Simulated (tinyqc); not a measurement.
ROHF in the sto-6g basis, for OH+, spin multiplicity 3, step by step. This run ends on a higher stationary point, not on the lowest solution. One step of it, computed by the program tinyqc.

Task: Iteration 1: building the Fock matrix. J_ij = sum D_kl (ij|kl) with D = D(alpha) + D(beta), K_ij = sum D_kl (ik|jl) for each spin; F = H + J - K(s); E = tr D H + tr D J / 2 - 0.5 sum_s tr D(s) K(s) + E_nn.

D(alpha) at the start, order 1O 1s, 1O 2s, 1O 2px, 1O 2py, 1O 2pz, 2H 1s:
$$\begin{pmatrix}
0.054744 & -0.271591 & 0.000000 & 0.000000 & -0.034010 & 0.086454 \\
-0.271591 & 1.426488 & 0.000000 & 0.000000 & 0.298413 & -0.768622 \\
0.000000 & 0.000000 & 1.000000 & 0.000000 & 0.000000 & 0.000000 \\
0.000000 & 0.000000 & 0.000000 & 1.000000 & 0.000000 & 0.000000 \\
-0.034010 & 0.298413 & 0.000000 & 0.000000 & 1.240506 & -0.619486 \\
0.086454 & -0.768622 & 0.000000 & 0.000000 & -0.619486 & 1.595643
\end{pmatrix}$$

D(beta) at the start, order 1O 1s, 1O 2s, 1O 2px, 1O 2py, 1O 2pz, 2H 1s:
$$\begin{pmatrix}
0.001250 & -0.015925 & 0.000000 & 0.000000 & -0.011514 & 0.043684 \\
-0.015925 & 0.202829 & 0.000000 & 0.000000 & 0.146644 & -0.556372 \\
0.000000 & 0.000000 & 1.000000 & 0.000000 & 0.000000 & 0.000000 \\
0.000000 & 0.000000 & 0.000000 & 1.000000 & 0.000000 & 0.000000 \\
-0.011514 & 0.146644 & 0.000000 & 0.000000 & 0.106023 & -0.402254 \\
0.043684 & -0.556372 & 0.000000 & 0.000000 & -0.402254 & 1.526160
\end{pmatrix}$$

core Hamiltonian H = T + V (hartree), order 1O 1s, 1O 2s, 1O 2px, 1O 2py, 1O 2pz, 2H 1s:
$$\begin{pmatrix}
-32.476661 & -7.173405 & 0.000000 & 0.000000 & -0.015993 & -1.682662 \\
-7.173405 & -8.696475 & 0.000000 & 0.000000 & -0.178772 & -3.442900 \\
0.000000 & 0.000000 & -6.966766 & 0.000000 & 0.000000 & 0.000000 \\
0.000000 & 0.000000 & 0.000000 & -6.966766 & 0.000000 & 0.000000 \\
-0.015993 & -0.178772 & 0.000000 & 0.000000 & -7.088616 & -2.418988 \\
-1.682662 & -3.442900 & 0.000000 & 0.000000 & -2.418988 & -4.683859
\end{pmatrix}$$

Two-electron integrals (ij|kl) in chemists' order, unique and non-zero (hartree):
```
(11|11) 4.787491   (21|11) 0.675884   (21|21) 0.121505   (22|11) 1.117379
(22|21) 0.249212   (22|22) 0.817383   (31|31) 0.025762   (32|31) 0.039145
(32|32) 0.180664   (33|11) 1.117381   (33|21) 0.249212   (33|22) 0.817382
(33|33) 0.880663   (41|41) 0.025762   (42|41) 0.039145   (42|42) 0.180664
(43|43) 0.047461   (44|11) 1.117381   (44|21) 0.249212   (44|22) 0.817382
(44|33) 0.785741   (44|44) 0.880663   (51|51) 0.025762   (52|51) 0.039145
(52|52) 0.180664   (53|53) 0.047461   (54|54) 0.047461   (55|11) 1.117381
(55|21) 0.249212   (55|22) 0.817382   (55|33) 0.785741   (55|44) 0.785741
(55|55) 0.880663   (61|11) 0.168017   (61|21) 0.028940   (61|22) 0.058025
(61|33) 0.057899   (61|44) 0.057899   (61|51) 0.001412   (61|52) 0.002753
(61|55) 0.058277   (61|61) 0.007026   (62|11) 0.394844   (62|21) 0.089229
(62|22) 0.322349   (62|33) 0.317097   (62|44) 0.317097   (62|51) 0.007113
(62|52) 0.051697   (62|55) 0.332853   (62|61) 0.021346   (62|62) 0.155829
(63|31) 0.010088   (63|32) 0.056195   (63|53) 0.010752   (63|63) 0.022485
(64|41) 0.010088   (64|42) 0.056195   (64|54) 0.010752   (64|64) 0.022485
(65|11) 0.278572   (65|21) 0.063867   (65|22) 0.246112   (65|33) 0.234912
(65|44) 0.234912   (65|51) 0.014603   (65|52) 0.093830   (65|55) 0.268511
(65|61) 0.016007   (65|62) 0.144694   (65|65) 0.155528   (66|11) 0.525897
(66|21) 0.121046   (66|22) 0.498581   (66|33) 0.478469   (66|44) 0.478469
(66|51) 0.012957   (66|52) 0.127139   (66|55) 0.538803   (66|61) 0.029290
(66|62) 0.300093   (66|65) 0.318505   (66|66) 0.774999
```

nuclear repulsion = 4.36434813 hartree

Give: Coulomb J; exchange K(alpha); exchange K(beta); F(alpha); F(beta); total energy of this density.

Result:

Coulomb J (hartree), order 1O 1s, 1O 2s, 1O 2px, 1O 2py, 1O 2pz, 2H 1s:
$$\begin{pmatrix}
7.7440 & 1.7249 & 0.0000 & 0.0000 & 0.0246 & 0.4037 \\
1.7249 & 5.8356 & 0.0000 & 0.0000 & 0.2261 & 2.4917 \\
0.0000 & 0.0000 & 5.8303 & 0.0000 & 0.0000 & 0.0000 \\
0.0000 & 0.0000 & 0.0000 & 5.8303 & 0.0000 & 0.0000 \\
0.0246 & 0.2261 & 0.0000 & 0.0000 & 5.8463 & 2.0605 \\
0.4037 & 2.4917 & 0.0000 & 0.0000 & 2.0605 & 4.5045
\end{pmatrix}$$

exchange K(alpha) (hartree), order 1O 1s, 1O 2s, 1O 2px, 1O 2py, 1O 2pz, 2H 1s:
$$\begin{pmatrix}
0.1458 & 0.1343 & 0.0000 & 0.0000 & 0.0006 & 0.0368 \\
0.1343 & 1.3272 & 0.0000 & 0.0000 & 0.0318 & 0.5566 \\
0.0000 & 0.0000 & 1.1628 & 0.0000 & 0.0000 & 0.0000 \\
0.0000 & 0.0000 & 0.0000 & 1.1628 & 0.0000 & 0.0000 \\
0.0006 & 0.0318 & 0.0000 & 0.0000 & 1.1990 & 0.4222 \\
0.0368 & 0.5566 & 0.0000 & 0.0000 & 0.4222 & 0.9200
\end{pmatrix}$$

exchange K(beta) (hartree), order 1O 1s, 1O 2s, 1O 2px, 1O 2py, 1O 2pz, 2H 1s:
$$\begin{pmatrix}
0.0554 & 0.0793 & 0.0000 & 0.0000 & -0.0006 & 0.0176 \\
0.0793 & 0.3838 & 0.0000 & 0.0000 & 0.0296 & 0.2191 \\
0.0000 & 0.0000 & 0.9326 & 0.0000 & 0.0000 & 0.0000 \\
0.0000 & 0.0000 & 0.0000 & 0.9326 & 0.0000 & 0.0000 \\
-0.0006 & 0.0296 & 0.0000 & 0.0000 & 0.1419 & 0.1789 \\
0.0176 & 0.2191 & 0.0000 & 0.0000 & 0.1789 & 0.7296
\end{pmatrix}$$

F(alpha) (hartree), order 1O 1s, 1O 2s, 1O 2px, 1O 2py, 1O 2pz, 2H 1s:
$$\begin{pmatrix}
-24.8785 & -5.5828 & 0.0000 & 0.0000 & 0.0081 & -1.3157 \\
-5.5828 & -4.1881 & 0.0000 & 0.0000 & 0.0155 & -1.5077 \\
0.0000 & 0.0000 & -2.2993 & 0.0000 & 0.0000 & 0.0000 \\
0.0000 & 0.0000 & 0.0000 & -2.2993 & 0.0000 & 0.0000 \\
0.0081 & 0.0155 & 0.0000 & 0.0000 & -2.4414 & -0.7807 \\
-1.3157 & -1.5077 & 0.0000 & 0.0000 & -0.7807 & -1.0994
\end{pmatrix}$$

F(beta) (hartree), order 1O 1s, 1O 2s, 1O 2px, 1O 2py, 1O 2pz, 2H 1s:
$$\begin{pmatrix}
-24.7881 & -5.5278 & 0.0000 & 0.0000 & 0.0092 & -1.2966 \\
-5.5278 & -3.2447 & 0.0000 & 0.0000 & 0.0177 & -1.1703 \\
0.0000 & 0.0000 & -2.0691 & 0.0000 & 0.0000 & 0.0000 \\
0.0000 & 0.0000 & 0.0000 & -2.0691 & 0.0000 & 0.0000 \\
0.0092 & 0.0177 & 0.0000 & 0.0000 & -1.3843 & -0.5374 \\
-1.2966 & -1.1703 & 0.0000 & 0.0000 & -0.5374 & -0.9090
\end{pmatrix}$$

total energy of this density = -28.437439 hartree
